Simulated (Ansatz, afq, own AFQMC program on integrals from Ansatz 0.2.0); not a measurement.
Two steps: Ansatz 0.2.0 writes the Fock matrix and Cholesky factors of the valence space, and afq projects on them the lowest state that overlaps trial and start.

```yaml
crystal:
  periodic: [false, false, false]
  atoms:
    - {symbol: Ga, position_ang: [0.000000, 0.000000, 2.264000]}
    - {symbol: S, position_ang: [0.000000, 0.000000, 0.000000]}
    - {symbol: Ga, position_ang: [0.000000, 0.000000, -2.264000]}
basis:
  gaussian: {orbitals: cc-pVDZ}
magnetization: {spin_polarized: false}
correlation: {method: ccsd_t, electrons: outside_noble_gas, hamiltonian_folder: ham}
```

```sh
$ ansatz run in.yaml --threads 1 --pin off --events-out ev --progress --plain --max-ram 1843MiB
```

afq runs on the folder ham with

```
--method phaseless --trial cisd --walkers 60 --populations 1 --least-time 40 --time-step 0.005 --steps-per-block 50 --equilibration-blocks 28 --max-blocks 300 --target-error 0.00042 --factor-cut 1e-05 --seed 6800 --release-times 0.24,0.51,0.99,1.62,2.4 --release-step 0.03 --release-every 4 --taylor-order 6
```

Times are imaginary, in 1/Eh. The walk had a cap of 638 s. Filled inner d shells are frozen with the cores.

```
orbitals 39  electrons 6 6  factors 306 of 840
reference energy -4244.04955874 Eh
CCSD correlation -0.24626322 Eh in 11 cycles, weight of the determinant in the CISD state 0.8317
energy of the start -4244.295822 Eh
 block  time / (1/Eh)  mean weight  energy / Eh
     1     0.250  0.9998  -4244.290618
     2     0.500  0.9995  -4244.291861
     3     0.750  0.9998  -4244.292232
     4     1.000  0.9997  -4244.296026
     5     1.250  1.0006  -4244.296099
     9     2.250  0.9982  -4244.295604
    33     8.250  0.9996  -4244.318731
    65    16.250  1.0008  -4244.319097
    97    24.250  0.9994  -4244.308092
   129    32.250  0.9990  -4244.306067
   161    40.250  1.0018  -4244.303502
   193    48.250  1.0012  -4244.299026
   225    56.250  1.0025  -4244.306060
   257    64.250  0.9992  -4244.305777
   289    72.250  1.0008  -4244.304828
   321    80.250  1.0012  -4244.302116
blocks merged  error / Eh  count
     1  0.000342  300
     2  0.000431  150
     4  0.000521  75
     8  0.000608  37
    16  0.000629  18
    32  0.000733  9
released: time / (1/Eh)  energy / Eh  error  mean overlap
  0.24  -4244.307756  0.000702  1.0028
  0.51  -4244.307624  0.000559  0.9999
  0.99  -4244.307723  0.000685  0.9910
  1.62  -4244.307970  0.000734  0.9978
  2.40  -4244.306235  0.000804  1.0046
energy -4244.307662 +/- 0.000629 Eh
(rows thinned)
```

**Question.** Estimate how long the walk took on 1 thread of Intel(R) Xeon(R) 6975P-C (Granite Rapids), with other jobs on the host.

**Answer.** 3.8 min of wall time.

The run passed its tests (sampling time, drift between the halves within three errors, error under three times the target), which doesn't prove that it has relaxed. The second half of the sampling lies above the first by 1.9 errors of their difference, so the energy may still be moving and its error bar be too small.

Against this walk (error 17.1 meV) on the same determinant: CCSD(T) 63.4 meV higher. The error is statistical and leaves out the bias of the constraint. None of these is a sure reference here. Released to 2.40 1/Eh the energy moves by 39 ± 28 meV (both errors), within twice the noise.

Cautions: constraint bias not in the error; error above the target (17.1 against 11.4 meV); no relativity below Rb; no spin-orbit coupling; inner d shell frozen.

A walk keeps the symmetry of its determinant, which the program's search chose and which needn't be the lowest solution, so a lower state of the same spin and another symmetry isn't excluded.
